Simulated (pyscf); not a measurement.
One hydrogen abstraction on the doublet surface with elements of a group swapped. ωB97M-D3(BJ)/def2-TZVP, eV, from the separated reactants. Structures and frequencies: ωB97X-D3(BJ)/def2-SVP in PySCF.

```json
[
 {"step": "•O–Sn(OH)(OH)–OH + H₂ -> HO–Sn(OH)(OH)–OH + H•", "barrier": "[?]", "reaction energy": "[?]", "imaginary mode (i cm⁻¹)": "837"},
 {"step": "•O–Si(OH)(OH)–OH + H₂ -> HO–Si(OH)(OH)–OH + H•", "barrier": "0.22", "reaction energy": "-0.77", "imaginary mode (i cm⁻¹)": "877"}
]
```

Fill in the missing entries.


- •O–Sn(OH)(OH)–OH + H₂ -> HO–Sn(OH)(OH)–OH + H•, barrier: 0.11
- •O–Sn(OH)(OH)–OH + H₂ -> HO–Sn(OH)(OH)–OH + H•, reaction energy: -0.69

Each row is the saddle that its search found. Elements past Kr carry the def2 core potentials, without spin-orbit coupling.
